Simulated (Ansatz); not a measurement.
**Molecular dynamics of C₃H₄OS₂**

input.yaml

```yaml
crystal:
  periodic: [false, false, false]
  atoms:
    - { symbol: O, position_ang: [-0.595893, -2.784071, 1.030943] }
    - { symbol: C, position_ang: [-0.360496, -1.762601, 0.41097] }
    - { symbol: C, position_ang: [-0.179816, -0.674001, -0.324875] }
    - { symbol: S, position_ang: [0.672373, -0.768917, -1.888595] }
    - { symbol: C, position_ang: [-0.605102, 0.704008, 0.189661] }
    - { symbol: S, position_ang: [0.780122, 1.892501, 0.2709] }
    - { symbol: H, position_ang: [1.361838, 0.375705, -1.59774] }
    - { symbol: H, position_ang: [-1.342309, 1.150532, -0.499007] }
    - { symbol: H, position_ang: [-1.091774, 0.603656, 1.172726] }
    - { symbol: H, position_ang: [1.444157, 1.21199, 1.237917] }
basis:
  gaussian: { orbitals: STO-3G }
hamiltonian:
  xc: pbe0
  dispersion: d4
md:
  timestep: 0.5
  n_steps: 500
  ensemble: nve_milne
  temperature: 1000.0
  initial_velocities: maxwell_boltzmann
  seed: 886200
```

Run as:

```bash
$ ansatz run input.yaml --threads 1 --pin off --max-ram 2048MiB --backend cpu --events-out ev --progress --plain --runs-dir out
```

It starts from a relaxed structure.

Output, in part (step lines, the closing report, with atoms numbered from 0):

```
md step     0: t =     0.00 fs  T =  1000.0 K  F+E_penalty+E_count = -26573.24811437 eV  E_kin = 1.034080 eV  conserved = -26572.21403438 eV  (25 SCF iters)
[... lines left out ...]
Total energy: -26572.68758977 eV, -976.5282573095 hartree
Atom 0 at    -0.312087    -2.529621     1.212848 Å, force     0.072395     0.778416    -0.890469 eV/Å
Atom 1 at    -0.277524    -1.572125     0.447644 Å, force    -0.615022     0.987147    -0.697008 eV/Å
Atom 2 at    -0.405045    -0.568956    -0.492624 Å, force     2.199998    -3.040037     0.385706 eV/Å
Atom 3 at     0.639598    -0.873361    -1.967326 Å, force    -0.806231    -0.411142     0.134888 eV/Å
Atom 4 at    -0.775606     0.824360    -0.144995 Å, force     1.990669    -0.005702     2.048638 eV/Å
Atom 5 at     0.798127     1.734124     0.467304 Å, force    -1.918427    -0.505458    -0.442981 eV/Å
Atom 6 at     1.742677    -0.118802    -1.677319 Å, force    -0.346573     0.132980     0.551820 eV/Å
Atom 7 at    -1.038243     1.287700    -1.053532 Å, force    -1.005791     1.333639    -1.554801 eV/Å
Atom 8 at    -1.604577     0.773119     0.579284 Å, force     0.074979     0.770175     0.069252 eV/Å
Atom 9 at     0.964035     0.764987     1.385126 Å, force     0.354005    -0.040017     0.394956 eV/Å
Dipole moment:     0.048218     0.082454     0.092595 e Å
```

The steps, from the saved trajectory:

```tsv
time (fs)	T (K)	potential energy less start (eV)	conserved less start (meV/atom)
0.0	1000	0.000	0.00
8.0	376	0.646	0.00
16.0	580	0.434	-0.01
24.0	524	0.492	0.00
32.0	550	0.465	0.00
40.0	449	0.570	-0.01
48.0	583	0.431	-0.01
56.0	368	0.654	0.01
64.0	350	0.672	0.00
72.0	548	0.468	-0.01
80.0	494	0.524	-0.01
88.0	466	0.552	-0.03
96.0	535	0.481	0.00
104.0	518	0.498	-0.01
112.0	560	0.454	-0.01
120.0	485	0.532	-0.02
128.0	645	0.367	-0.01
136.0	452	0.567	-0.01
144.0	532	0.484	0.01
152.0	483	0.535	0.00
160.0	428	0.592	-0.02
168.0	516	0.500	0.00
176.0	466	0.552	-0.01
184.0	416	0.604	0.00
192.0	523	0.493	-0.01
200.0	449	0.569	-0.02
208.0	463	0.555	-0.01
216.0	612	0.401	0.00
224.0	487	0.530	-0.01
232.0	411	0.609	0.00
240.0	730	0.279	-0.01
248.0	231	0.795	-0.02
```

The run went to its last step. The conserved energy stayed within 0.051 meV per atom of its start (net change -0.027 meV per atom), so the integration is sound. The temperature averaged 0.49 of the 1000 K drawn at the start: a run that starts near a minimum puts about half its kinetic energy into the potential. A run of 0.25 ps of so small a system gives no equilibrium averages. Limits of this set-up: minimal basis.

The same pairs are bonded in the first frame and the last. Pairs count as bonded within 1.25 times the sum of covalent radii (0.12 Å more for H–H).

Last frame:

```xyz
10
Properties=species:S:1:pos:R:3
O -0.312 -2.530 1.213
C -0.278 -1.572 0.448
C -0.405 -0.569 -0.493
S 0.640 -0.873 -1.967
C -0.776 0.824 -0.145
S 0.798 1.734 0.467
H 1.743 -0.119 -1.677
H -1.038 1.288 -1.054
H -1.605 0.773 0.579
H 0.964 0.765 1.385
```

The run took 21 min on 1 CPU thread of a shared host.
